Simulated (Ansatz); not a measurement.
Isomers of C$_{2}$H$_{3}$FO, relaxed with PBE0-D4/def2-TZVP in Ansatz; electronic energies, one conformer each and not always the lowest. Functionals use def2-TZVPP; CBS adds triple-zeta CCSD(T) − MP2 to the MP2 limit of def2-TZVPP and def2-QZVPP.

Order them by energy at frozen-core CCSD(T)/CBS, lowest first. (Estimate.)
A. `FC1CO1`
B. `O/C=C\F`
C. `CC(=O)F`
D. `C=C(O)F`

C (0.0 kJ/mol), D (103.4 kJ/mol), B (130.9 kJ/mol), A (170.6 kJ/mol).

How do ωB97M-V, PBE0-D4, B3LYP, B3LYP-D4 place them (kJ/mol, against `CC(=O)F`)? (Estimate.)

Ansatz gave: 
```csv
isomer,ωB97M-V,PBE0-D4,B3LYP,B3LYP-D4
`FC1CO1`,170.8,164.3,178.0,178.3
`C=C(O)F`,104.4,103.8,104.9,104.7
`O/C=C\F`,137.1,135.7,133.7,133.5
```

B3LYP here is the variant with VWN-RPA as its local correlation; programs differ in this.
